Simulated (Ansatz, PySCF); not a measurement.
Process, species as SMILES: [SiH3] (SiH3) -> [SiH3] (SiH3) as singlet, charge -1 (an electron is taken up)
Each molecule is optimised on its own at B3LYP-D3(BJ)/def2-TZVP (Ansatz, a first-principles code).
Geometry of the first species:
```
Si
H 1 1.4828
H 1 1.4828 2 111.02
H 1 1.4828 2 111.02 3 124.02
```
Charge 0, spin multiplicity 2.

Quantity: adiabatic electron affinity (electronic energy difference), positive where the reaction releases energy, in eV. Cores are frozen in the correlated levels unless marked. UHF or UKS for open shells. Spin-orbit coupling is left out. No relativistic terms. Anions need diffuse functions: def2-D sets add few; the other sets have none. Basis-set limits of correlation are two-point, X^-3; Hartree-Fock from the larger set.

```tsv
level	program	adiabatic electron affinity (eV)
PBE-D3(BJ)/def2-TZVPD	Ansatz + dftd3	___
PBE0-D3(BJ)/def2-TZVP	Ansatz + dftd3	___
BHLYP-D3(BJ)/def2-TZVPD	Ansatz + dftd3	1.07
BHLYP-D4/def2-TZVPD	Ansatz + dftd4	1.12
TPSSh/def2-TZVPD	PySCF	___
CCSD(T)/CBS(def2-TZVPPD,def2-QZVPPD)	Ansatz	1.32
```

Question: Some entries are withheld; supply them.

Answer: 
- PBE-D3(BJ)/def2-TZVPD, adiabatic electron affinity (eV): 1.29
- PBE0-D3(BJ)/def2-TZVP, adiabatic electron affinity (eV): 1.15
- TPSSh/def2-TZVPD, adiabatic electron affinity (eV): 1.18
